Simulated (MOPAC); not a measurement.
MOPAC input (PM6):

```
PM6 1SCF CHARGE=-1 GEO-OK AUX(PRECISION=9) THREADS=1
C4H3O

O     0.00099809 1    0.01389308 1    1.14711140 1
C     0.00924645 1    1.12452499 1    0.24677396 1
C    -0.00831003 1   -1.06235820 1    0.31731738 1
C     0.00561935 1    0.80061591 1   -1.07178213 1
C    -0.00608590 1   -0.66131746 1   -0.98413576 1
H     0.01719716 1    2.05952955 1    0.79186404 1
H    -0.01570943 1   -2.02795876 1    0.80476096 1
H    -0.01229172 1   -1.35150690 1   -1.82255693 1
```

From the last part of the output:

```
                                                       MOPAC v23.2.5 Linux

          FINAL HEAT OF FORMATION =         24.41739 KCAL/MOL =     102.16235 KJ/MOL

          COSMO AREA              =        100.27 SQUARE ANGSTROMS
          COSMO VOLUME            =         86.28 CUBIC ANGSTROMS

          IONIZATION POTENTIAL    =          2.550110 EV
          HOMO LUMO ENERGIES (EV) =         -2.550  6.530
          NO. OF FILLED LEVELS    =         13
          MOLECULAR WEIGHT        =         67.0671         POINT GROUP:  Cs

          MOLECULAR DIMENSIONS (Angstroms)

            Atom       Atom       Distance
            H     8    H     6     4.29782
            H     7    C     4     3.21012
            C     4    C     5     0.00000

          SCF CALCULATIONS        =          1

   ATOM   CHEMICAL          X               Y               Z
  NUMBER   SYMBOL      (ANGSTROMS)     (ANGSTROMS)     (ANGSTROMS)

     1       O          0.00099809  *   0.01389308  *   1.14711140  *
     2       C          0.00924645  *   1.12452499  *   0.24677396  *
     3       C         -0.00831003  *  -1.06235820  *   0.31731738  *
     4       C          0.00561935  *   0.80061591  *  -1.07178213  *
     5       C         -0.00608590  *  -0.66131746  *  -0.98413576  *
     6       H          0.01719716  *   2.05952955  *   0.79186404  *
     7       H         -0.01570943  *  -2.02795876  *   0.80476096  *
     8       H         -0.01229172  *  -1.35150690  *  -1.82255693  *

                             CARTESIAN COORDINATES

   1    O        0.000998090     0.013893080     1.147111400
   2    C        0.009246450     1.124524990     0.246773960
   3    C       -0.008310030    -1.062358200     0.317317380
   4    C        0.005619350     0.800615910    -1.071782130
   5    C       -0.006085900    -0.661317460    -0.984135760
   6    H        0.017197160     2.059529550     0.791864040
   7    H       -0.015709430    -2.027958760     0.804760960
   8    H       -0.012291720    -1.351506900    -1.822556930

           Empirical Formula: C4 H3 O  =     8 atoms

      MOLECULAR POINT GROUP   :   Cs

                  EIGENVALUES
 -25.91714 -20.72878 -18.85480 -14.42749 -13.47086 -11.13140  -9.28672  -8.76813
  -7.42027  -6.44130  -4.06464  -3.04561  -2.55011   6.53018   8.35308   8.63358
   9.65515  10.48312  11.04746  11.39692  11.59876  12.06557  13.33276

              NET ATOMIC CHARGES AND DIPOLE CONTRIBUTIONS

  ATOM NO.   TYPE          CHARGE      No. of ELECS.   s-Pop       p-Pop
    1          O          -0.381341        6.3813     1.84379     4.53755
    2          C          -0.177895        4.1779     1.13632     3.04157
    3          C          -0.089075        4.0891     1.10453     2.98454
    4          C          -0.377284        4.3773     1.42258     2.95470
    5          C          -0.282571        4.2826     1.12530     3.15727
    6          H           0.097822        0.9022     0.90218
    7          H           0.110393        0.8896     0.88961
    8          H           0.099951        0.9000     0.90005
 DIPOLE           X         Y         Z       TOTAL
 POINT-CHG.    -0.013    -1.748     0.769     1.909
 HYBRID        -0.008    -1.246     2.087     2.431
 SUM           -0.022    -2.993     2.856     4.137

          ATOMIC ORBITAL ELECTRON POPULATIONS

     Atom    s        px        py        pz
    1  O   1.84379   1.77337   1.29037   1.47382
    2  C   1.13632   1.25726   0.84659   0.93772
    3  C   1.10453   1.14337   0.88897   0.95221
    4  C   1.42258   0.72820   1.00104   1.22546
    5  C   1.12530   1.09775   1.07716   0.98236
    6  H   0.90218
    7  H   0.88961
    8  H   0.90005

 **********************
 *                    *
 * JOB ENDED NORMALLY *
 *                    *
 **********************

 == MOPAC DONE ==
```

The dipole moment of an ion depends on the origin.
